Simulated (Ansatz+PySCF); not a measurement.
Values are calculated unless marked as measured or tabulated.
## PySCF 2.14.0 run

```python
from pyscf import gto, scf, mp

mol = gto.M(atom="""
H 0.000000 0.000000 -2.231270
F 0.000000 0.000000 -0.616220
F 0.000000 0.000000 0.864140
""", basis='cc-pvtz', charge=0, spin=1)
mf = scf.UHF(mol)
mf.kernel()
pt = mp.MP2(mf, frozen=2).run()
print(mf.e_tot, pt.e_corr, pt.e_tot)
```

The script is written out from the run's settings.

Results

```yaml
Converged: yes
Reference_energy: -199.26885 hartree
Correlation_energy: -0.45864 hartree
Total_energy: -199.72749 hartree
Spin_squared_of_the_determinant: 1.212
```

Caution: the unrestricted determinant is spin contaminated.
